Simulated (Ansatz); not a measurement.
Basis-set extrapolation for C5H5− (`c1cc[cH-]c1`) (PBE0-D4/def2-TZVPD geometry, frozen core, Ansatz 0.2.0). Multiplicity 1, RHF reference.

```json
{"": "HF", "def2-TZVPPD": "-192.272055", "def2-QZVPPD": "-192.280965"}
{"": "MP2 correlation", "def2-TZVPPD": "-0.830833", "def2-QZVPPD": "-0.880024"}
{"": "CCSD(T) correlation", "def2-TZVPPD": "-0.890868", "def2-QZVPPD": "-0.933686"}
```

Energies in hartree. Use E(X) = E(∞) + A·exp(−7.88·√X) for Hartree–Fock and E(X) = E(∞) + B·X^(−2.97) for correlation, with X = 3 and 4.

Problem. What is the CCSD(T) energy at the basis-set limit?

Solution. HF limit: -192.280965 + (-0.008910) × 0.13774 = -192.28219. Correlation limit: -0.933686 + (-0.042818) × 0.74074 = -0.96540. Total: -193.24759 hartree, 2.30 eV below CCSD(T)/def2-TZVPPD.
